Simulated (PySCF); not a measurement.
ClH3Si, SMILES [SiH3]Cl, point group C3v.

Force field and properties: PBE0/pcSseg-2 (PySCF, grid level 2). Vibrational terms come from second-order perturbation theory with semi-diagonal cubic constants, by steps of ±0.6 along the normal coordinates of each isotopologue. The parent has the commonest isotopes.

Equilibrium geometry (Å):

| atom | x | y | z |
| --- | --- | --- | --- |
| Si1 | -0.1198 | -0.0033 | -0.0126 |
| Cl2 | 1.9305 | 0.0866 | -0.0310 |
| H3 | -0.5617 | -0.9342 | -1.0745 |
| H4 | -0.6548 | 1.3533 | -0.2639 |
| H5 | -0.5597 | -0.4910 | 1.3134 |

Species: parent. Output of the displacement run:

```
mode    cm-1    km/mol   phi_rrr   E(+)/cm-1  E(-)/cm-1
  1    553.66    74.43     154.5     105.43      94.32
  2    658.78    28.24      38.8     120.97     118.23
  3    659.07    28.19      13.0     120.14     119.11
  4    946.81    62.39     -14.1     170.21     171.22
  5    946.99    63.46      73.4     173.37     168.08
  6    949.10   278.66     -37.1     169.68     172.36
  7   2251.00    52.70    -698.3     381.07     431.31
  8   2262.27   100.80    -272.3     399.08     418.66
  9   2262.31   100.79     432.7     424.43     393.34
```

For the shielding of H3 (σe = 26.30 ppm):

```json
{"mode": "1", "ω (cm⁻¹)": "554", "Σr φrrs (cm⁻¹)": "213", "∂σ/∂q": "0.024", "∂²σ/∂q²": "-0.008"}
{"mode": "2", "ω (cm⁻¹)": "659", "Σr φrrs (cm⁻¹)": "0", "∂σ/∂q": "0.038", "∂²σ/∂q²": "-0.154"}
{"mode": "3", "ω (cm⁻¹)": "659", "Σr φrrs (cm⁻¹)": "0", "∂σ/∂q": "0.053", "∂²σ/∂q²": "-0.251"}
{"mode": "4", "ω (cm⁻¹)": "947", "Σr φrrs (cm⁻¹)": "0", "∂σ/∂q": "0.064", "∂²σ/∂q²": "-0.145"}
{"mode": "5", "ω (cm⁻¹)": "947", "Σr φrrs (cm⁻¹)": "2", "∂σ/∂q": "0.015", "∂²σ/∂q²": "-0.348"}
{"mode": "6", "ω (cm⁻¹)": "949", "Σr φrrs (cm⁻¹)": "27", "∂σ/∂q": "-0.142", "∂²σ/∂q²": "-0.228"}
{"mode": "7", "ω (cm⁻¹)": "2251", "Σr φrrs (cm⁻¹)": "-1120", "∂σ/∂q": "-0.988", "∂²σ/∂q²": "0.082"}
{"mode": "8", "ω (cm⁻¹)": "2262", "Σr φrrs (cm⁻¹)": "-3", "∂σ/∂q": "0.205", "∂²σ/∂q²": "-0.003"}
{"mode": "9", "ω (cm⁻¹)": "2262", "Σr φrrs (cm⁻¹)": "4", "∂σ/∂q": "1.062", "∂²σ/∂q²": "0.124"}
```

Question: Work out the zero-point average of this shielding.

Answer: With ⟨qs⟩ = −Σr φrrs/(4ωs) and ⟨qs²⟩ = 1/2: the mean displacements are -0.096, 0.000, 0.000, 0.000, 0.000, -0.007, 0.124, 0.000, 0.000. The anharmonic term Σ (∂σ/∂q)⟨q⟩ is -0.12 ppm, the harmonic term ¼ Σ ∂²σ/∂q² is -0.23 ppm, so ⟨σ⟩ = 25.94 ppm.
